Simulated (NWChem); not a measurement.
## Total energies of water (H$_{2}$O)

SMILES: O
```xyz
3

O      0.0000     0.0000     0.1226
H      0.7577     0.0000    -0.4905
H     -0.7577     0.0000    -0.4905
```
Charge 0, spin multiplicity 1.

Program: NWChem. The geometry was optimised at PBE/def2-SVP, a minimum by its harmonic frequencies.

Basis set: 6-311G** (30 functions).

```tsv
method	total energy (Ha)
RHF	-76.04456
MP2	-76.26344
B2PLYP	-76.38144
PBE	-76.36034
B3LYP	-76.44712
PBE0	-76.36194
CCSD(T)	-76.27573
```

Total energies of different functionals aren't comparable as a measure of quality: only differences taken within one method are. 

The correlated methods keep 1 core orbital frozen. B3LYP has NWChem's definition, with VWN1-RPA local correlation. The Pople sets run with spherical d functions. No row is a measurement; the coupled-cluster row has its own basis-set and correlation limits.
